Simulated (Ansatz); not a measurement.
**C5H10: up Jacob's ladder to CCSD(T)**

The task here is to estimate one member of a computed series from the others.

Method: functionals in def2-TZVPP, the program's frozen cores in correlated methods; program: Ansatz 0.2.0, Gaussian basis.

The runs, in order: PBE-D4, r2SCAN-D4, PBE0-D4, B3LYP-D4, ωB97X-V, ωB97M-V, B2PLYP; CCSD(T)/def2-TZVPP; MP2/def2-QZVPP; extrapolation to the limit.

## The relaxed structure

All runs share one geometry, relaxed beforehand with PBE0-D4 in a triple-zeta def2 set.

SMILES `C=CCCC`, 15 atoms, charge 0, spin multiplicity 1.

Atoms are counted from 1 here; the program's logs count them from 0.

Bond lengths: C1–C2 1.325 Å, C1–H6 1.084 Å, C1–H7 1.086 Å, C2–C3 1.492 Å, C2–H8 1.090 Å, C3–C4 1.529 Å, C3–H9 1.097 Å, C3–H10 1.095 Å, C4–C5 1.519 Å, C4–H11 1.095 Å, C4–H12 1.096 Å, C5–H13 1.094 Å, C5–H14 1.092 Å, C5–H15 1.092 Å. Angles: C2–C1–H6 121.7°, C2–C1–H7 121.3°, H6–C1–H7 117.0°, C1–C2–C3 125.5°, C1–C2–H8 118.8°, C3–C2–H8 115.7°, C2–C3–C4 113.0°, C2–C3–H9 108.9°, C2–C3–H10 109.6°, C4–C3–H9 108.6°, C4–C3–H10 109.8°, H9–C3–H10 106.8°, C3–C4–C5 113.2°, C3–C4–H11 108.7°, C3–C4–H12 109.0°, C5–C4–H11 109.7°, C5–C4–H12 109.8°, H11–C4–H12 106.1° and more.

Set-up of the first run:

The input, in.yaml:

```yaml
crystal:
  periodic: [false, false, false]
  atoms:
    - {symbol: C, position_ang: [-0.465770, 1.494877, 1.641272]}
    - {symbol: C, position_ang: [-0.106723, 0.249535, 1.363640]}
    - {symbol: C, position_ang: [0.933264, -0.151144, 0.371589]}
    - {symbol: C, position_ang: [0.382834, -1.036474, -0.747195]}
    - {symbol: C, position_ang: [-0.616730, -0.321129, -1.638859]}
    - {symbol: H, position_ang: [-1.232274, 1.716561, 2.374910]}
    - {symbol: H, position_ang: [0.000363, 2.340758, 1.144818]}
    - {symbol: H, position_ang: [-0.605154, -0.569017, 1.882749]}
    - {symbol: H, position_ang: [1.728421, -0.698415, 0.892325]}
    - {symbol: H, position_ang: [1.394788, 0.744587, -0.058264]}
    - {symbol: H, position_ang: [1.219932, -1.402775, -1.349896]}
    - {symbol: H, position_ang: [-0.084480, -1.923369, -0.303896]}
    - {symbol: H, position_ang: [-0.157698, 0.545769, -2.123144]}
    - {symbol: H, position_ang: [-1.472207, 0.041123, -1.064052]}
    - {symbol: H, position_ang: [-0.992367, -0.980986, -2.424098]}
basis:
  gaussian: {orbitals: def2-TZVPP}
hamiltonian: {xc: pbe, dispersion: d4}
output: {forces: true, orbitals: {seedname: orbitals}}
```

Among the steps run: PBE-D4 (GGA); r2SCAN-D4 (meta-GGA); PBE0-D4 (hybrid); B3LYP-D4 (hybrid); ωB97X-V (range-separated); ωB97M-V (range-separated); B2PLYP (double hybrid); CCSD(T) in def2-TZVPP; MP2 in def2-QZVPP.

One table of the session follows, with a row left open; its other results are not shown here.

It belongs to the step «Atomisation energies». 

| method | atomisation energy (kcal/mol) |
| --- | --- |
| PBE-D4 | 1476.5 |
| r2SCAN-D4 | 1452.0 |
| PBE0-D4 | 1459.9 |
| B3LYP-D4 | 1451.8 |
| ωB97X-V | 1449.2 |
| ωB97M-V | 1452.4 |
| B2PLYP | 1437.4 |
| HF/def2-TZVPP | 1101.6 |
| MP2/def2-TZVPP | 1432.0 |
| CCSD/def2-TZVPP | 1401.8 |
| CCSD(T)/def2-TZVPP | ? |
| MP2/CBS | 1461.4 |
| CCSD(T)/CBS | 1448.4 |

Estimate the missing values for CCSD(T)/def2-TZVPP.

As computed: atomisation energy (kcal/mol): 1419.0. In the column «atomisation energy (kcal/mol)» it lies between CCSD/def2-TZVPP (1401.8) and MP2/def2-TZVPP (1432.0).
